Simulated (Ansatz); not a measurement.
Reaction (SMILES): C#C (C2H2) [acetylene] + 3 [H][H] (H2) -> 2 C (CH4)

Quantity: energy of full hydrogenation (enthalpy at 298 K), in kcal/mol. Terms: valence correlation only; no spin-orbit coupling; dispersion terms only where a functional's name holds one; LANL2DZ all-electron up to Ne; 6-31G* and kin with 6d, 5d where marked; 6-311+G** with 5d; non-relativistic. Basis-set limits of correlation are two-point, X^-3; Hartree-Fock from the larger set. First-principles rows: single points at B3LYP-D3(BJ) geometries (Ansatz, an electronic-structure program), with unscaled harmonic terms from B3LYP/6-31G* at its own minima.

Measured values: Active Thermochemical Tables 1.112 (ions: stationary electron), as tabulated in the package chemicals; they hold spin-orbit and core effects, anharmonicity. 

Value to compare with, the measured value: -90.2 kcal/mol.

```csv
level,program,energy of full hydrogenation (enthalpy at 298 K) (kcal/mol),error
B3LYP/STO-3G,Ansatz,-124.7,-34.5
B3LYP/3-21G,Ansatz,-98.5,-8.3
B3LYP/LANL2DZ,Ansatz,-101.7,-11.5
B3LYP/6-31G,Ansatz,-97.9,-7.7
B3LYP/6-31G*,Ansatz,-98.9,-8.7
B3LYP/6-31+G*,Ansatz,-97.0,-6.8
B3LYP/6-31G**,Ansatz,-97.8,-7.6
B3LYP/def2-SVP,Ansatz,-97.2,-7.0
B3LYP/cc-pVDZ,Ansatz,-95.4,-5.2
B3LYP/6-311+G**,Ansatz,-91.2,-1.0
B3LYP/def2-TZVPD,Ansatz,-90.5,-0.3
"CCSD(T)/CBS(def2-TZVPPD,def2-QZVPPD)",Ansatz,-90.3,-0.1
```

Among the 10 habitual levels, B3LYP/STO-3G lies farthest from the measured value (-34.5 kcal/mol) and B3LYP/6-311+G** nearest (-1.0); 0 of 10 lie above it, and their mean absolute error is 9.8 kcal/mol, the median 7.7. One case shows no general order.

The sets are all those run for this method; runs whose electronic state is in doubt are left out.
